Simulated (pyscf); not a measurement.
orthosilicic acid (HO–Si(OH)(OH)–OH) + H atom (H•) → orthosilicic acid (HO–Si(OH)(OH)–OH) + H atom (H•) (substitution at O; doublet surface; H–O broken, H–O formed). Optimised with ωB97X-D3(BJ)/def2-SVP in PySCF. Energies in kcal/mol from the separated reactants.

| level | barrier | reaction energy |
|---|---|---|
| ωB97X-D3(BJ)/def2-TZVP | 36.7 | 0.0 |
| PBE/def2-TZVP | ? | 0.0 |
| r²SCAN/def2-TZVP | 26.6 | 0.0 |
| B3LYP-D3(BJ)/def2-TZVP | ? | 0.0 |
| PBE0-D3(BJ)/def2-TZVP | 30.0 | 0.0 |
| M06-2X/def2-TZVP | 33.0 | 0.0 |

Some entries are withheld; supply them.


- PBE/def2-TZVP, barrier: 23.4
- B3LYP-D3(BJ)/def2-TZVP, barrier: 27.4

The functionals in the table span 13.3 kcal/mol in this barrier, from PBE to ωB97X-D3(BJ). The same reactants have a lower exit, to •O–Si(OH)(OH)–OH + H₂ (barrier +22.9 kcal/mol at ωB97M-D3(BJ), against +33.0 kcal/mol here). One saddle was located; it need not be the lowest between these sides. The angle at the attacked O is 133°.
